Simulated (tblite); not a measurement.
C3H5OS2 (charge -1).
Atom-mapped SMILES: `[CH3:1][S@@:2](=[O:3])/[CH:4]=[CH:5]/[S-:6]` (hydrogens: H7, H8, H9 on C1; H10 on C4; H11 on C5)
Bond orders are those of one Lewis drawing.

Computed with GFN2-xTB (tblite), gas phase: Langevin dynamics at 300 K from the optimised GFN2-xTB geometry, time step 0.5 fs, friction 0.01 fs⁻¹, 2000 steps.

Start geometry:
```
atom  x, y, z in Å
C1     -1.654   -0.241    0.253
S2     -0.476    1.081   -0.377
O3     -0.720    2.231    0.528
C4      1.026    0.313    0.140
C5      1.687   -0.501   -0.709
S6      3.112   -1.342   -0.387
H7     -1.435   -1.155   -0.289
H8     -2.674    0.083    0.070
H9     -1.483   -0.373    1.315
H10     1.375    0.564    1.126
H11     1.248   -0.657   -1.696
```

The statistics below take the 31 frames saved every 25 fs from 250 to 1000 fs; their kinetic temperature (all 3N coordinates) averages 348 K.

**Question.** How do the bond lengths spread?

**Answer.** 
```tsv
bond	start (Å)	mean (Å)	standard deviation (Å)	shortest (Å)	longest (Å)
C1–S2	1.880	1.888	0.044	1.815	2.004
S2=O3	1.483	1.485	0.015	1.460	1.510
S2–C4	1.765	1.782	0.052	1.656	1.885
C4=C5	1.349	1.348	0.020	1.307	1.392
C5–S6	1.686	1.691	0.026	1.632	1.771
C1–H7	1.084	1.086	0.031	1.034	1.171
C1–H8	1.086	1.089	0.040	1.005	1.155
C1–H9	1.084	1.099	0.055	1.002	1.200
C4–H10	1.077	1.082	0.039	1.004	1.146
C5–H11	1.092	1.095	0.025	1.044	1.147
```

**Question.** How far does each atom move about its mean position (frames aligned on the start, all atoms weighted alike), and what rms force does it feel?

**Answer.** 
| atom | rms displacement (Å) | rms force (eV/Å) |
| --- | --- | --- |
| C1 | 0.14 | 2.57 |
| S2 | 0.21 | 1.57 |
| O3 | 0.36 | 0.72 |
| C4 | 0.18 | 2.01 |
| C5 | 0.21 | 1.42 |
| S6 | 0.31 | 0.72 |
| H7 | 0.98 | 1.02 |
| H8 | 1.00 | 1.44 |
| H9 | 1.02 | 1.74 |
| H10 | 0.44 | 1.33 |
| H11 | 0.48 | 0.77 |

The displacements run from 0.14 to 1.02 Å, the largest at H9.

**Question.** Follow the torsion C1–S2–C4–C5 through every second one of these frames.

**Answer.** 
```tsv
t (fs)	C1–S2–C4–C5 (°)
250	66
300	47
350	59
400	78
450	67
500	68
550	72
600	60
650	62
700	67
750	80
800	106
850	122
900	119
950	115
1000	92
```

Largest departure from the start value over all these frames: C1–S2–C4–C5 45° (start 92°).

**Question.** How widely does the potential energy scatter, against a harmonic estimate?

**Answer.** Mean 0.39 eV above the start, standard deviation 0.108 eV, range 0.23 to 0.66 eV. For 27 classical harmonic modes at 300 K the canonical values are 27kT/2 = 0.35 eV and kT·√(27/2) = 0.095 eV.

The run is classical and short, so these are rough statistics of one trajectory.

What follows is the cost of the whole dynamics run. The run took 10 s on one thread, Arm Neoverse V1 (aarch64) (shared host), and the process peaked at 0.18 GiB of memory.
